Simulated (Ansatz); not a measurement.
Two shapes of singlet C4H4.

Shape 1:

```xyz
8

C     0.6830    0.7450    0.0283
C    -0.6250    0.7681   -0.0209
C    -0.6391   -0.8156    0.0251
C     0.6426   -0.7757   -0.0425
H     1.4794    1.5517    0.0318
H    -1.4481    1.5922   -0.0305
H    -1.4277   -1.5743    0.0434
H     1.4240   -1.5500    0.0470
```

Shape 2:

```xyz
8

C     0.7157    0.7704    0.0857
C    -0.6717    0.8093   -0.0543
C    -0.5697   -0.8111    0.0125
C     0.6680   -0.8192   -0.0921
H     1.4299    1.6021    0.0353
H    -1.4716    1.6425   -0.0742
H    -1.3831   -1.5199    0.0361
H     1.4362   -1.5592    0.1160
```

Basis set: 6-31G (spherical functions). Left uncorrelated: 4 orbitals. Charge 0, multiplicity 1.

Computed with Ansatz (development build ahead of 0.2.0); each method stands on the lowest determinant of its kind that the runs found.

**Question.** Which shape is lower in energy, and by how much in each method?

**Answer.**

```csv
method,E(2) − E(1) (eV)
RHF,0.481
RHF-MP2,0.250
```

Shape 1 is lower. Caution: in another basis set an unrestricted determinant lies well below.
